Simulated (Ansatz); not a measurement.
# C₃H₆O₂: one species, many methods

Aim: compute C₃H₆O₂ with functionals from several rungs and with coupled cluster. The yardstick is the atomisation energy at the CCSD(T) limit.

Method: functionals in def2-TZVPP, the program's frozen cores in correlated methods; program: Ansatz 0.2.0, Gaussian basis.

The runs, in order: PBE-D4, r2SCAN-D4, PBE0-D4, B3LYP-D4, ωB97X-V, ωB97M-V, B2PLYP; CCSD(T)/def2-TZVPP; MP2/def2-QZVPP; extrapolation to the limit.

## 1. The geometry

The geometry comes from an earlier relaxation with PBE0-D4 in a triple-zeta def2 set; it is a stationary point, not always the lowest conformer.

11 atoms, charge 0, spin multiplicity 1.

Atoms are counted from 1 here; the program's logs count them from 0.

Bond lengths: O1–C2 1.396 Å, O1–H6 0.960 Å, C2–C3 1.504 Å, C2–C4 1.492 Å, C2–H7 1.086 Å, C3–C4 1.504 Å, C3–H8 1.084 Å, C3–H9 1.083 Å, C4–O5 1.384 Å, C4–H10 1.084 Å, O5–H11 0.966 Å. Angles: C2–O1–H6 109.0°, O1–C2–C3 119.0°, O1–C2–C4 113.6°, O1–C2–H7 114.7°, C3–C2–C4 60.2°, C3–C2–H7 119.0°, C4–C2–H7 119.4°, C2–C3–C4 59.5°, C2–C3–H8 116.7°, C2–C3–H9 118.5°, C4–C3–H8 115.5°, C4–C3–H9 119.6°, H8–C3–H9 115.6°, C2–C4–C3 60.3°, C2–C4–O5 117.9°, C2–C4–H10 118.6°, C3–C4–O5 119.6°, C3–C4–H10 118.4° and more.

## 2. PBE-D4 (GGA)

in.yaml

```yaml
crystal:
  periodic: [false, false, false]
  atoms:
    - {symbol: O, position_ang: [-1.190712, 1.014580, -0.467097]}
    - {symbol: C, position_ang: [0.075676, 0.767469, 0.065284]}
    - {symbol: C, position_ang: [0.264951, -0.410687, 0.980402]}
    - {symbol: C, position_ang: [0.708764, -0.479846, -0.454559]}
    - {symbol: O, position_ang: [-0.010164, -1.244459, -1.356868]}
    - {symbol: H, position_ang: [-1.800221, 1.202531, 0.250827]}
    - {symbol: H, position_ang: [0.686170, 1.653689, 0.214751]}
    - {symbol: H, position_ang: [-0.621157, -0.986342, 1.223024]}
    - {symbol: H, position_ang: [1.006657, -0.340896, 1.766798]}
    - {symbol: H, position_ang: [1.772085, -0.472892, -0.666159]}
    - {symbol: H, position_ang: [-0.826750, -0.760246, -1.535702]}
basis:
  gaussian: {orbitals: def2-TZVPP}
hamiltonian: {xc: pbe, dispersion: d4}
output: {forces: true, orbitals: {seedname: orbitals}}
```

Run with:

```
> ansatz run in.yaml --threads 4 --pin off --events-out ev --progress --plain --max-ram 10444MiB
```

After this run come: r2SCAN-D4 (meta-GGA); PBE0-D4 (hybrid); B3LYP-D4 (hybrid); ωB97X-V (range-separated); ωB97M-V (range-separated); B2PLYP (double hybrid); CCSD(T) in def2-TZVPP; MP2 in def2-QZVPP.

Q: Predict the results of all the runs planned. Wanted: atomisation energy, CCSD(T)/CBS; farthest; mean size of error, hybrid; mean size of error, range-separated; gap, smallest and largest; T1 diagnostic; triples share of the correlation energy.

The runs gave:

| quantity | value |
| --- | --- |
| atomisation energy, CCSD(T)/CBS | 45.537 eV |
| functionals within 0.228 eV (0.5 %) | r2SCAN-D4, B3LYP-D4, ωB97X-V, ωB97M-V |
| farthest | PBE-D4 (+1.456 eV) |
| mean size of error, hybrid | 0.240 eV |
| mean size of error, range-separated | 0.157 eV |
| gap, smallest and largest | 5.51 eV (PBE-D4), 12.28 eV (ωB97X-V) |
| T1 diagnostic | 0.0101 |
| triples share of the correlation energy | 3.8 % |

PBE-D4 is off by +1.456 eV. Double hybrids carry the basis error of their MP2 part in triple zeta, and no dispersion term here, so their miss is partly the set-up's. The reference freezes the cores and leaves out relativity and excitations past (T), so misses under about 0.228 eV can't be ranked. Hartree-Fock recovers 70 % of the binding; the rest is correlation. The gap grows from 5.5 to 12.3 eV across the functionals, mostly with the share of exact exchange.
